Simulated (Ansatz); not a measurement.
**H2O (singlet): B3LYP, CAM-B3LYP, wB97M-V over a scan of the angle H2–O1–H3, 6-31G**

How well do these functionals follow the top wave-function level for H2O (singlet) over a scan of the angle H2–O1–H3?

Method: 6-31G, all electrons in the functionals; program: Ansatz 0.2.0, Gaussian basis.

Plan: B3LYP, CAM-B3LYP, wB97M-V, at 71.3°; 86.1°; 103.6°; 105.1°; 123.7°; 142.1°; 162.0°; 180.0°.

9 further runs of the same task are left out: 1 for a mislabelled method, 4 that didn't finish, 4 set aside as unsound or not needed.

**1. What is computed**

The geometry derives from a PBE0/def2-TZVP stationary point (not a proven minimum). One angle is set to the value named; bond lengths are kept.

3 atoms, charge 0, spin multiplicity 1.

Atoms are counted from 1 here; the program's logs count them from 0.

Bond lengths: O1–H2 0.960 Å, O1–H3 0.960 Å. Angles: H2–O1–H3 105.1°.

No dispersion term is added; wB97M-V holds VV10 nonlocal correlation. B3LYP takes the VWN-RPA correlation.

The geometry shown and the zero of energy belong to the point 105.1°. The yardstick, FCI, and other wave-function levels (R restricted, U unrestricted, valence and pair active spaces) come from earlier runs.

**2. B3LYP, 71.3°**

File in.yaml:

```yaml
crystal:
  periodic: [false, false, false]
  atoms:
    - {symbol: O, position_ang: [0.000000, -0.087248, 0.000000]}
    - {symbol: H, position_ang: [0.000000, 0.692459, -0.559245]}
    - {symbol: H, position_ang: [0.000000, 0.692459, 0.559245]}
basis:
  gaussian: {orbitals: 6-31G}
hamiltonian: {xc: {name: B3LYP}}
```

The run is started by

```
$ ansatz run in.yaml --threads 1 --pin off --events-out ev --progress --plain --max-ram 2393MiB
```

After this run come: B3LYP, 86.1°; B3LYP, 103.6°; B3LYP, 105.1°; B3LYP, 123.7°; B3LYP, 142.1°; B3LYP, 162.0°; B3LYP, 180.0°; CAM-B3LYP, 71.3°; CAM-B3LYP, 86.1°; CAM-B3LYP, 103.6°; CAM-B3LYP, 105.1°; CAM-B3LYP, 123.7°; CAM-B3LYP, 142.1°; CAM-B3LYP, 162.0°; CAM-B3LYP, 180.0°; wB97M-V, 71.3°; wB97M-V, 86.1°; wB97M-V, 103.6°; wB97M-V, 105.1°; wB97M-V, 123.7°; wB97M-V, 142.1°; wB97M-V, 162.0°; wB97M-V, 180.0°.

**Question.** What will the summary of the whole plan be? Wanted: span of the FCI curve; largest miss, B3LYP; largest miss, CAM-B3LYP; largest miss, wB97M-V.

**Answer**, as computed:

```
               quantity               value
  span of the FCI curve            1.288 eV
    largest miss, B3LYP  -0.196 eV (180.0°)
largest miss, CAM-B3LYP  -0.246 eV (180.0°)
  largest miss, wB97M-V  -0.194 eV (180.0°)
```

Of the functionals, B3LYP and wB97M-V keep the smallest largest miss at the points compared (at most 0.194 eV) and CAM-B3LYP strays most (0.246 eV, at 180.0°). Functionals and the yardstick converge differently with the basis, so part of each miss in 6-31G is the basis.
